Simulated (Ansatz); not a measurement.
We consider trigonal Se, described by HSE06 (PAW; Ansatz, a program for electronic structure).

Numerical settings: plane-wave cutoff 500 eV, 6×6×4 k mesh (along the axes of the cell as run), gaussian smearing 0.02 eV, scalar-relativistic PAW data made under PBE.

Cell (relaxed at this level):

```cif
data_Se3
_chemical_formula_sum 'Se3'
_space_group_name_H-M_alt 'P3121'
_space_group_IT_number 152
_space_group_name_Hall 'P 31 2"'
_cell_length_a 4.85748
_cell_length_b 4.85748
_cell_length_c 4.88353
_cell_angle_alpha 90.000
_cell_angle_beta 90.000
_cell_angle_gamma 120.000
loop_
_atom_site_label
_atom_site_type_symbol
_atom_site_symmetry_multiplicity
_atom_site_Wyckoff_symbol
_atom_site_fract_x
_atom_site_fract_y
_atom_site_fract_z
_atom_site_occupancy
Se1 Se 3 a 0.79934 0.79934 0.00000 1
```

Question: Predict the band gap.

Answer: 
band gap: 2.43 eV (on the SCF k mesh)

Note: the cell comes from a level without a dispersion term, which matters for the spacing of layers, chains or molecules.

Spin–orbit coupling is not included.

Computed values are for the static lattice.
